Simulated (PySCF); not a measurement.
How well do the runs reproduce experiment for nitryl fluoride?

**What was measured.**

NIST CCCBDB Release 22 (SRD 101), experimental dipoles lists, for the gas: dipole moment 0.466 D.

How close the calculation comes is told at the end.

Nitryl fluoride, FNO₂.
SMILES with atom numbers: `[O:1]=[N+:2]([O-:3])[F:4]`

Cartesian coordinates in Å at the PBE0-D3(BJ)/def2-SVP level; atoms count from 1:
```
atom  x, y, z in Å
O1    -0.2442    1.1938    0.2865
N2     0.1083    0.0760    0.3041
O3     1.1475   -0.4645    0.2563
F4    -0.9820   -0.8403    0.4076
```

Runs made with PySCF (gas phase, on this PBE0-D3(BJ)/def2-SVP geometry; no spin–orbit coupling):

```json
{"level": "PBE0-D3(BJ)/def2-SVP, grid level 1", "job": "geometry optimisation from a GFN2-xTB start shaken at random", "basis functions": "56", "wall time": "5.5 s"}
{"level": "PBE0/def2-SVPD", "job": "6 singlets by full TDDFT, polarisability, dynamic polarisability", "basis functions": "89", "wall time": "2.6 s"}
{"level": "BHandHLYP/aug-pcX-1 (pcseg-1 on H)", "job": "K-edge TDA, 28 lines", "basis functions": "132", "wall time": "2.5 s"}
```

Hardware: one thread of an Arm Neoverse V2, on a shared host.

Results beside the measurements:

**Dipole moment.** Measured: 0.466 D (NIST CCCBDB Release 22 (SRD 101), experimental dipoles).

| level | computed (D) | computed − measured (D) | % (from the printed values) |
| --- | --- | --- | --- |
| PBE0-D3(BJ)/def2-SVP | 0.141 | -0.325 | -70 |
| PBE0/def2-SVPD | 0.204 | -0.262 | -56 |
| BHandHLYP/aug-pcX-1 | 0.154 | -0.312 | -67 |

Closest is PBE0/def2-SVPD (-0.262 D), furthest PBE0-D3(BJ)/def2-SVP (-0.325 D); one molecule doesn't rank methods. All 3 levels lie below the measurement. The computed dipoles belong to one fixed geometry; measured ones are averaged over vibrations unless marked μe. Magnitudes are compared, not signs.

No measured geometry was used, and the causes of the misses weren't examined.
